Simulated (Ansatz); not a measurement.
Species: HS, SMILES `[SH]` (charge 0, multiplicity 2).

Give a relaxed geometry from PBE-D3(BJ)/def2-SVP in Ansatz (an electronic-structure program).

the end point of this relaxation (outside a Z-matrix the atoms follow the SMILES, hydrogens last).
Cartesian coordinates (Å) in one orientation:
```xyz
2

S      0.683     0.000     0.000
H     -0.683     0.000     0.000
```
